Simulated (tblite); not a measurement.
C₅H₈N (doublet state).
Z-matrix (Å and degrees, GFN2-xTB geometry), rows numbered from 1:
```
C 
N   1  1.4263
C   2  1.2596  1  120.65
C   3  1.4665  2  121.48  1  -179.89
C   4  1.4766  3  118.25  2    45.42
C   5  1.4499  4   63.20  3  -109.06
H   1  1.0912  2  108.28  3   122.95
H   1  1.0914  2  108.30  3  -120.62
H   1  1.0997  2  113.65  3     1.17
H   3  1.1026  2  122.59  1    -0.71
H   4  1.0838  3  114.66  2  -167.31
H   5  1.0701  4  127.78  6   120.08
H   6  1.0814  4  115.53  5   110.93
H   6  1.0844  4  118.48  5  -108.63
```

Computed with GFN2-xTB (tblite): harmonic, unscaled wavenumbers at the GFN2-xTB geometry, gas phase. Against measured fundamentals such values can be off by several per cent, at times by over 20. One conformer, not necessarily the lowest. Open shells enter through the occupations alone, without spin polarisation, and single modes of such species can be off by tens of per cent.

Harmonic wavenumbers (cm⁻¹): 85.3, 165.8, 167.2, 193.7, 349.5, 384.9, 597.2, 660.4, 836.3, 859.0, 919.9, 931.4, 966.7, 1020.7, 1032.6, 1044.4, 1059.9, 1082.9, 1123.8, 1151.5, 1246.5, 1338.5, 1373.9, 1393.5, 1437.3, 1460.7, 1475.2, 1717.8, 2794.3, 2872.7, 2976.2, 2993.7, 3016.0, 3028.0, 3053.0, 3146.1.

A = 10428, B = 2098, C = 2012 MHz; mass 82.066 u (most abundant isotopes); point group C1, symmetry number 1; spin multiplicity 2.

Question: What is the zero-point energy?

Answer: ½Σν̃ = 24978 cm⁻¹ = 71.42 kcal/mol.

Question: Give the ideal-gas entropy at 298.15 K and 1 bar in the rigid-rotor, harmonic-oscillator model (classical rotation).

Answer: Translation 39.16, rotation 26.39, vibration 15.25, spin (R ln 2) 1.38: S = 82.2 cal/(mol K).

Question: And Cp and H(298.15 K) − H(0)?

Answer: Cp = 26.01 cal/(mol K), of which vibrations give 18.06 (their classical limit is 36 R = 71.5); H(298.15 K) − H(0) = 4.92 kcal/mol without the zero-point energy, 2.55 from vibrations.

Question: How do the functions run with temperature in this model?

Answer: 
```json
{"T (K)": "150", "S (cal/(mol K))": "68.1", "Cp (cal/(mol K))": "16.7", "H − H(0) (kcal/mol)": "1.81", "G − H(0) (kcal/mol)": "-8.41", "ln q(vib)": "1.27"}
{"T (K)": "250", "S (cal/(mol K))": "77.9", "Cp (cal/(mol K))": "22.6", "H − H(0) (kcal/mol)": "3.75", "G − H(0) (kcal/mol)": "-15.72", "ln q(vib)": "2.67"}
{"T (K)": "400", "S (cal/(mol K))": "90.9", "Cp (cal/(mol K))": "33.4", "H − H(0) (kcal/mol)": "7.95", "G − H(0) (kcal/mol)": "-28.39", "ln q(vib)": "4.86"}
{"T (K)": "600", "S (cal/(mol K))": "106.7", "Cp (cal/(mol K))": "45.0", "H − H(0) (kcal/mol)": "15.86", "G − H(0) (kcal/mol)": "-48.18", "ln q(vib)": "7.93"}
{"T (K)": "900", "S (cal/(mol K))": "127.3", "Cp (cal/(mol K))": "56.3", "H − H(0) (kcal/mol)": "31.20", "G − H(0) (kcal/mol)": "-83.38", "ln q(vib)": "12.52"}
```

q(vib) and H(0) count from the zero-point level.

Question: Blend soft modes into free rotors: weight 1/[1 + (100 cm⁻¹/ν̃)⁴] for the oscillator and the rest for a rotor with moment μB/(μ + B), μ = h/(8π²ν), B = 10⁻⁴⁴ kg m². What vibrational entropy results?

Answer: 14.73 cal/(mol K) in place of 15.25, which changes −T·S at 298.15 K by +0.15 kcal/mol.

Question: What must be added to the electronic energy to get the Gibbs energy at 298.15 K and 1 bar?

Answer: ZPE + [H(298.15 K) − H(0)] − T·S = 71.42 + 4.92 − 24.50 = 51.84 kcal/mol.

Question: Which modes carry the vibrational entropy at 298.15 K?

Answer: 85.3 cm⁻¹: 3.77; 165.8 cm⁻¹: 2.48; 167.2 cm⁻¹: 2.47; 193.7 cm⁻¹: 2.19; 349.5 cm⁻¹: 1.17; 384.9 cm⁻¹: 1.02 cal/(mol K); the other 30 give 2.15 together.

Hindered rotation and anharmonicity are outside this model. Other conformers, if any are populated, would add a mixing term that is left out. The structure is chiral; the term R ln 2 for an equal mix with its mirror image is left out.

Hardware: one thread of an Arm Neoverse V1, shared host. Cost: 0.3 s of wall time. The figure is for the frequency step alone.
